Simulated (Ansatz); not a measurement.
```yaml
crystal:
  periodic: [false, false, false]
  atoms:
    - {symbol: H, position_ang: [0.866367, -1.967210, 1.352903]}
    - {symbol: N, position_ang: [0.000486, -1.615971, 0.718194]}
    - {symbol: C, position_ang: [0.363057, -0.378996, 0.255710]}
    - {symbol: C, position_ang: [-0.354656, 0.710432, -0.472608]}
    - {symbol: C, position_ang: [-0.992378, 1.326196, -0.954562]}
    - {symbol: H, position_ang: [1.283714, -0.012625, 0.534230]}
    - {symbol: H, position_ang: [-1.449250, 1.985945, -1.653797]}
basis:
  gaussian: {orbitals: aug-cc-pVTZ, point_charges: [{charge: 2.00, position_ang: [5.188, 0.074, 0.954]}]}
total_charge: 1
magnetization: {spin_polarized: false, initial_magnetization: 1}
hamiltonian: {xc: {name: B97M-V}, pseudopotentials: {relativity: scalar}}
output: {forces: true}
```

```sh
$ ansatz run in.yaml --threads 2 --pin off --events-out ev --progress --plain --max-ram 22528MiB --backend cpu
```

It prints (some lines left out):

```
Functional definition: B97M-V
988 factors; their error is unknown
mean field evaluation 1: about -4616.0747 eV, gradient 7.8e1 eV
mean field evaluation 2: about -4517.1973 eV, gradient 1.4e2 eV
mean field evaluation 4: about -4627.7330 eV, gradient 3.1e1 eV
mean field evaluation 8: about -4630.4732 eV, gradient 6.6e0 eV
mean field evaluation 16: about -4630.6141 eV, gradient 1.5e0 eV
mean field evaluation 32: about -4630.2764 eV, gradient 5.7e0 eV
mean field evaluation 96: about -4629.7012 eV, gradient 8.4e0 eV
mean field -4630.59642206 eV, -170.1712797797 hartree, gradient 1.6e-5 eV, S^2 0.750000; 8 other end points of the search recorded, 0 dependent functions left out
reference -4630.59649863 eV, -170.1712825935 hartree; 14, 13 occupied and 239, 240 virtual orbitals, 988 factors
Total energy: -4630.59649863 eV, -170.1712825935 hartree
Relativity: scalar
Atom 0 at     0.866367    -1.967210     1.352903 Å, force    -3.359651     0.185945    -0.855736 eV/Å
Atom 1 at     0.000486    -1.615971     0.718194 Å, force     4.830032     3.686312    -0.741496 eV/Å
Atom 2 at     0.363057    -0.378996     0.255710 Å, force    -5.586960    -0.565251    -0.617704 eV/Å
Atom 3 at    -0.354656     0.710432    -0.472608 Å, force    24.022199   -27.309002    20.740270 eV/Å
Atom 4 at    -0.992378     1.326196    -0.954562 Å, force   -22.876788    23.912038   -19.442942 eV/Å
Atom 5 at     1.283714    -0.012625     0.534230 Å, force     2.585905    -0.007681     0.374398 eV/Å
Atom 6 at    -1.449250     1.985945    -1.653797 Å, force    -0.556149    -0.025775     0.466057 eV/Å
Dipole moment:     0.029986     0.040710     0.101177 e Å
```

It took 73 s on 2 threads of an AMD EPYC 7R13 on a shared host, with 1.1 GiB of host memory at the peak.
